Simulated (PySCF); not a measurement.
# [NH2]− (SMILES [NH2-]): QCISD(T)/6-31G

Aim: the energy change on altering one bond length of [NH2]− at QCISD(T)/6-31G, from 2 runs. Input form: a Python script.

The calculation is run with PySCF 2.14.0.

13 further runs of the same task are left out: 2 that didn't finish, 11 set aside as unsound or not needed.

### 1 The structure to begin with

[NH2]− has 3 atoms, charge -1, and is taken as a singlet. As SMILES, `[NH2-]`. The coordinates come from a PBE0-D4/def2-TZVPD relaxation.

Bond lengths: N1–H2 1.027 Å, N1–H3 1.027 Å. Angles: H2–N1–H3 101.8°.

### 2 The energy at QCISD(T)/6-31G

Input file job.py:

```python
# [NH2-]
from pyscf import gto, scf, cc

mol = gto.M(
    atom='''
N      0.646664    -0.383614     0.318797
H      0.237161     1.514049     0.294797
H     -0.883825    -1.130434    -0.613594
''',
    verbose=3,
    max_memory=1860,
    basis='6-31g',
    unit='bohr',
    spin=0,
    charge=-1,
)

myscf = scf.RHF(mol)
myscf.conv_tol = 1e-10
myscf.kernel()
if not myscf.converged:
    myscf = myscf.newton().run(myscf.mo_coeff, myscf.mo_occ)

mycc = cc.QCISD(myscf, frozen=1)
mycc.kernel()
e_t = mycc.qcisd_t()
e_tot = mycc.e_tot + e_t
print(f'total energy: {e_tot:.8f} hartree')
```

Run with:

```console
$ OMP_NUM_THREADS=1 python job.py
```

The log of the run:

```text
converged SCF energy = -55.4556505004553
E(QCISD) = -55.58017116988642  E_corr = -0.1245206694311261
QCISD(T) correction = -0.00151474967933058
total energy: -55.58168592 hartree
```

Run time: 0.81 s. Hardware: 1 thread of Arm Neoverse V1, shared host; peak memory 0.1 GiB.

### 3 The distorted shape at the same level

Input file input.py:

```python
from pyscf import gto, cc

mol = gto.Mole()
mol.atom = '''
N      1.799989     0.508345     1.056801
H      1.583289     1.512545     1.044101
H     -0.467700    -0.598200    -0.324700
'''
mol.spin = 0
mol.max_memory = 1860
mol.charge = -1
mol.basis = '6-31g'
mol.verbose = 3
mol.build()

mf = mol.RHF()
mf.conv_tol = 1e-10
mf.kernel()
if not mf.converged:
    mf = mf.newton().run(mf.mo_coeff, mf.mo_occ)

mycc = cc.QCISD(mf, frozen=1)
mycc.kernel()
e_t = mycc.qcisd_t()
e_tot = mycc.e_tot + e_t
print(f'total energy: {e_tot:.8f} hartree')
```

Run with:

```console
$ OMP_NUM_THREADS=1 python input.py
```

The log of the run:

```text
converged SCF energy = -55.2897270308369
E(QCISD) = -55.45276211789044  E_corr = -0.1630350870535554
QCISD(T) correction = -0.00294670601042281
total energy: -55.45570882 hartree
```

It took 0.97 s on 1 thread of Arm Neoverse V1, shared host; peak memory 0.12 GiB.

### 4 What came out

Level: QCISD(T)/6-31G, 1 core orbital frozen.

| quantity | value |
| --- | --- |
| first shape: total energy | -55.58169 Eh |
| first shape: HOMO energy (Hartree–Fock orbitals) | -0.01 eV |
| first shape: LUMO energy (Hartree–Fock orbitals) | 14.14 eV |
| first shape: HOMO–LUMO gap (to an unbound level, set by the basis) | 14.15 eV |
| first shape: correlation energy (1 core orbital frozen) | -126.0 mEh |
| first shape: (T) correction | -1.51 mEh |
| first shape: T1 diagnostic | 0.007 |
| distorted shape: total energy | -55.45571 Eh |
| distorted shape: HOMO energy (Hartree–Fock orbitals) | -0.10 eV |
| distorted shape: LUMO energy (Hartree–Fock orbitals) | 7.38 eV |
| distorted shape: HOMO–LUMO gap (to an unbound level, set by the basis) | 7.48 eV |
| distorted shape: correlation energy (1 core orbital frozen) | -166.0 mEh |
| distorted shape: (T) correction | -2.95 mEh |
| distorted shape: T1 diagnostic | 0.221 |
| energy change with the N1–H3 bond stretched from 1.027 to 2.877 Å | 3.428 eV |

What this shows: With the N1–H3 bond stretched from 1.027 to 2.877 Å the energy rises by 3.43 eV (79 kcal/mol). The first shape isn't relaxed at this level, so the change isn't measured from a minimum. The triples (first shape) make up 1.2 % of the correlation energy. The T1 diagnostic (distorted shape) of 0.221 is above the customary mark for such species, so a single reference may not serve. The triples (distorted shape) make up 1.8 % of the correlation energy.
